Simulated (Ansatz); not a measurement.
# Scan of [H···H···O], triplet

Starting geometry:

```xyz
3

H     0.0000    0.0000   -0.9980
H     0.0000    0.0000   -0.2530
O     0.0000    0.0000    1.2510
```

From there H2 is moved from one fragment to the other while all else, the fragments' distance too, stays fixed, so the hump isn't the reaction's barrier; atoms are numbered as listed. Energies are in kcal/mol, counted from the starting geometry at the same level.

Basis cc-pVTZ; Ansatz 0.2.0. Only valence electrons are correlated (noble-gas cores frozen). Prefix R: restricted or restricted open-shell reference; prefix U: unrestricted. Active spaces: valence = (8e, 6o) chosen from the atoms' valence shells.

For open shells CISD is restricted-active-space CI with the open shells as a complete middle space. Runs in a small pair space aren't shown, since their orbitals change along the scan.

Full CI isn't at hand for all of this; UCCSDT(Q) serves as the reference, and is uncertain by about the last step of the cluster series. The frozen core follows each run's orbitals, which can shift R against U totals by a few meV.

```csv
distance H1-H2 (Å),UCCSDT(Q),error CISD,error UCCSD,error BCCD(T),error CASSCF (valence space),error MRCISD+Q (valence space),error MRCISD+Q(relaxed) (valence space)
0.745,0.0,0.0,0.0,0.0,0.0,0.0,0.0
0.818,2.1,1.0,0.3,0.0,1.1,0.2,0.1
0.965,7.7,3.9,1.1,0.1,4.1,0.4,0.1
1.112,5.5,2.6,1.5,0.1,5.5,0.3,0.1
1.259,0.4,0.9,1.0,0.0,4.3,0.1,0.1
```

Errors are those of relative energies. In total energy the starting point itself misses UCCSDT(Q) by: CISD 7.5, UCCSD 2.8, BCCD(T) 0.4, CASSCF (valence space) 125.1, MRCISD+Q (valence space) 1.3, MRCISD+Q(relaxed) (valence space) 0.7 kcal/mol.

Spread of the error over the points with a reference, to 1.259 Å (largest less smallest): MRCISD+Q(relaxed) (valence space) 0.1, BCCD(T) 0.1, MRCISD+Q (valence space) 0.4, UCCSD 1.5, CISD 3.9, CASSCF (valence space) 5.5 kcal/mol.
